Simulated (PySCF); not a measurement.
Gas-phase reaction: AlCl + HCl = AlHCl₂

Energies from PySCF (xtb for GFN2), thermal terms from the rigid-rotor harmonic-oscillator model, ideal gas at 1 bar. † marks an energy on the PBE0/def2-TZVP geometry and frequencies; other levels use their own. All species are closed-shell singlets. B3LYP is the form with VWN-RPA correlation. AlHCl₂: computed as isolated molecules; such fragments, hydroxides, amides, oligomers or adducts are transient or little studied in the gas. The harmonic model lacks anharmonicity and excited electronic states, which grow with temperature; levels with a mode under 35 cm⁻¹ are left out.

| level | ΔE electronic, kJ | ΔH°(298 K), kJ | ΔS°(298 K), J/K | ΔG°(1000 K), kJ |
|---|---|---|---|---|
| B3LYP/def2-TZVP† | -204 | -203 | -126 | -78 |
| GFN2-xTB | -373 | -370 | -124 | -248 |
| M06-2X/def2-TZVP† | -213 | -212 | -126 | -87 |
| PBE/def2-SVP | -215 | -214 | -126 | -90 |
| LDA/def2-TZVP† | -221 | -220 | -126 | -95 |
| ωB97X-V/def2-TZVP† | -230 | -229 | -126 | -104 |
ΔH° is lowest at GFN2-xTB and highest at B3LYP/def2-TZVP†. No reference value is set beside these.
